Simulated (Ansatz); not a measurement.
**HSB, singlet: the ladder up to full CI**

Geometry: that of the HSB, triplet, kept fixed.

| atom | x (Å) | y (Å) | z (Å) |
| --- | --- | --- | --- |
| B | 0.0000 | 0.0893 | 1.2933 |
| S | 0.0000 | -0.0686 | -0.4091 |
| H | 0.0000 | 1.2251 | -0.8579 |

Basis 6-31G; Ansatz 0.2.0. Only valence electrons are correlated (noble-gas cores frozen), which leaves 10 electrons in 18 orbitals. Prefix R: restricted or restricted open-shell reference; prefix U: unrestricted. Active spaces: valence = (10e, 9o) chosen from the atoms' valence shells.

Full CI is exact within this basis and frozen core; it isn't the basis-set limit. The frozen core follows each run's orbitals, which can shift R against U totals by a few meV.

Unrestricted rows (U) aren't spin-pure: their determinants' ⟨S²⟩ exceeds S(S+1) by up to 0.50, so they mix in states of higher spin.

```
UHF ⟨S²⟩                          : 0.500
T1 diagnostic (RCCSD)             : 0.0191
largest doubles amplitude (RCCSD) : 0.128
```

```csv
level,E − E(RHF) (eV)
UHF,-0.2113
RMP2,-2.5408
UMP2,-2.4784
RCCSD,-3.3075
UCCSD,-3.2997
RCCSD(T),-3.4097
UCCSD(T),-3.3999
```

**Question.** Estimate how far full CI in 6-31G lies from RCCSD(T). The table doesn't fix it; the size of (T) and the diagnostics are the guide.

**Answer.** Full CI in 6-31G lies 0.90 mEh below RCCSD(T), which is 24 % of the (T) step (-3.76 mEh). A doubles amplitude is large, RHF is unstable towards spin polarisation, but (T) still catches most of what CCSD lacks.

The other levels:

```tsv
level	E − E(full CI) (mEh)	share of correlation (%)	wall time
CISD	12.33	90.23	0.33 s
BCCD(T)	0.79	99.37	0.28 s
RCCSDT	0.25	99.80	–
UCCSDT	0.34	99.73	–
RCCSDT(Q)	0.03	99.98	0.82 s
UCCSDT(Q)	0.09	99.93	3.4 s
RCCSDTQ	-0.02	100.01	9 s
UCCSDTQ	0.00	100.00	20 s (H100)
CASSCF (valence space)	45.08	64.28	–
NEVPT2 (valence space)	11.69	90.74	2 s
MRCISD (valence space)	1.48	98.83	–
MRCISD+Q (valence space)	0.29	99.77	3.3 s
```

The correlation energy at full CI, counted from RHF, is -3.434 eV. That run took 14 s on 2 threads of AMD EPYC 7R13 with a shared H100 80 GB, shared host over 36,719,424 determinants.

Times hold each run's SCF and search for its determinant on a shared host, so for small cases they say little of a method's own cost; rows without a card ran on 1 thread of AMD EPYC 7R13.

The full-CI state has the irrep A' of Cs, in the program's axes.

Natural occupations of full CI about the gap: 1.988 1.970 1.967 1.960 1.863 0.086 0.066 0.032 0.027 0.011; effectively unpaired electrons, Σ n²(2−n)², 0.13.
